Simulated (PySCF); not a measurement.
How the functional moves excitation energies

C3H4.
Bonds: C1–C2 (triple), C2–C3. Hydrogens: H4 on C1; H5, H6, H7 on C3.

Linear-response calculations in the def2-SVPD basis (PySCF; singlets by full response, triplets Tamm–Dancoff, core orbitals frozen in the response; HF means time-dependent Hartree–Fock). 'Strongest' is the level of largest summed f among the singlets computed (10 roots, of which the last may lack a degenerate partner); it can jump between rows when another state enters that window. S1 is the lowest singlet of each run and needn't be the same state throughout; f(S1) is that of one state. Isolated species at its PBE0-D3(BJ)/def2-SVP geometry, gas phase.

| functional | kind | S1 (eV) | f(S1) | strongest (eV) | T1 (eV) | HOMO (eV) | gap (eV) | ionisation energy, ΔSCF (eV) |
| --- | --- | --- | --- | --- | --- | --- | --- | --- |
| LDA | LDA | 6.60 | 0.000 | 8.72 | 5.60 | -6.62 | 6.60 | 10.47 |
| PBE | GGA | 6.64 | 0.000 | 8.67 | 5.38 | -6.47 | 6.63 | 10.23 |
| B3LYP | global hybrid, 20% exact exchange | 6.58 | 0.000 | 9.08 | 5.38 | -7.47 | 7.95 | 10.30 |
| PBE0 | global hybrid, 25% exact exchange | 6.62 | 0.000 | 9.34 | 5.29 | -7.71 | 8.52 | 10.25 |
| BHandHLYP | global hybrid, 50% exact exchange | 6.45 | 0.000 | 9.71 | 5.25 | -8.80 | 10.00 | 10.12 |
| CAM-B3LYP | range-separated hybrid | 6.54 | 0.000 | 9.56 | 5.35 | -9.09 | 10.45 | 10.34 |
| wB97X-D | range-separated hybrid | 6.62 | 0.000 | 9.68 | 5.47 | -9.61 | 11.98 | 10.28 |
| LC-wPBE | range-separated hybrid | 6.60 | 0.000 | 10.05 | 5.25 | -10.54 | 12.95 | 10.38 |
| HF | Hartree–Fock | 6.08 | 0.000 | 10.33 | 4.66 | -10.48 | 13.07 | not settled |

S1 runs from 6.08 eV (HF) to 6.64 eV (PBE), a spread of 0.57 eV, while the orbital gap spreads over 6.5 eV. −ε(HOMO) comes closest to its own ΔSCF ionisation energy with LC-wPBE (+0.15 eV) and misses most with LDA (-3.85 eV). 'Not settled' means that the ion's SCF failed to converge or may have ended in another state than the lowest.
